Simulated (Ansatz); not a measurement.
The inner images of a band of BH3O + ClH (7 atoms, charge 0, multiplicity 1) are given out of order.

All numbers below come from UKS B3LYP-D4/STO-3G in Ansatz 0.2.0.

First end point:

```xyz
7
Properties=species:S:1:pos:R:3
B 0.578 -0.870 0.429
O -0.256 -0.114 -0.342
H 1.148 -0.300 1.280
H 0.687 -2.020 0.217
H -0.549 1.280 -0.272
Cl -0.870 2.648 -0.240
H -0.739 -0.624 -1.072
```

Last end point:

```xyz
7
Properties=species:S:1:pos:R:3
B 0.227 -0.212 0.621
O 0.122 -0.172 -0.989
H 1.343 0.074 0.842
H -0.131 -1.293 0.904
H 0.284 0.792 -1.279
Cl -0.987 1.121 1.135
H -0.859 -0.310 -1.234
```

Put them in order from the first end to the last, with their energies above the first end.
A.
```xyz
7
Properties=species:S:1:pos:R:3
B 0.437 -0.509 0.399
O 0.143 -0.144 -0.959
H 1.427 -0.067 0.841
H -0.171 -1.374 0.911
H -0.354 1.043 -0.559
Cl -0.822 1.730 0.648
H -0.660 -0.679 -1.281
```
B.
```xyz
7
Properties=species:S:1:pos:R:3
B 0.529 -0.712 0.370
O 0.092 -0.141 -0.808
H 1.386 -0.129 0.918
H 0.031 -1.690 0.781
H -0.401 1.179 -0.420
Cl -0.972 2.168 0.389
H -0.665 -0.674 -1.229
```
C.
```xyz
7
Properties=species:S:1:pos:R:3
B 0.319 -0.282 0.539
O 0.143 -0.059 -1.009
H 1.428 -0.082 0.855
H -0.210 -1.274 0.895
H -0.314 0.901 -0.801
Cl -0.734 1.440 0.840
H -0.632 -0.643 -1.318
```
D.
```xyz
7
Properties=species:S:1:pos:R:3
B 0.254 -0.206 0.612
O 0.159 -0.101 -1.001
H 1.387 -0.034 0.864
H -0.217 -1.245 0.884
H -0.065 0.887 -1.154
Cl -0.819 1.262 1.093
H -0.698 -0.564 -1.298
```
E.
```xyz
7
Properties=species:S:1:pos:R:3
B 0.564 -0.815 0.405
O -0.042 -0.098 -0.594
H 1.289 -0.204 1.094
H 0.335 -1.959 0.529
H -0.463 1.243 -0.349
Cl -0.994 2.475 0.068
H -0.690 -0.642 -1.154
```

E (+1.5 kcal/mol), B (+6.7 kcal/mol), A (+14.2 kcal/mol), C (-4.1 kcal/mol), D (-10.0 kcal/mol).

The run took 60 s on 1 thread of Intel(R) Xeon(R) Platinum 8488C (Sapphire Rapids), on a shared host, peak memory 0.12 GiB.
